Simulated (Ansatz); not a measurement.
# How the polycrystal shear modulus of bcc Mo moves with the method

No measured value is used here.

| level (code) | value (GPa) | cell (Å³/atom) |
|---|---|---|
| LDA (Ansatz) | 125 | 15.06 |
| PBE (Ansatz) | ___ | 15.79 |
| PBEsol (Ansatz) | 124 | 15.33 |
| r²SCAN (Ansatz) | 125 | 15.64 |
| HSE06 (Ansatz) | 134 | 15.43 |

Problem. Some entries are withheld; supply them.

Solution. 
- PBE (Ansatz, an electronic-structure program), value (GPa): 116

LDA, PBE, PBEsol, r²SCAN, HSE06: shear constants of such metals converge slowly with the k mesh. HSE06: hybrids on metals are sensitive to the k mesh. Each level is taken at its own relaxed cell. Cutoffs and k meshes differ between the levels. Ansatz's density-functional and Hartree–Fock values are scalar-relativistic unless marked +SOC, with PAW data made under PBE.
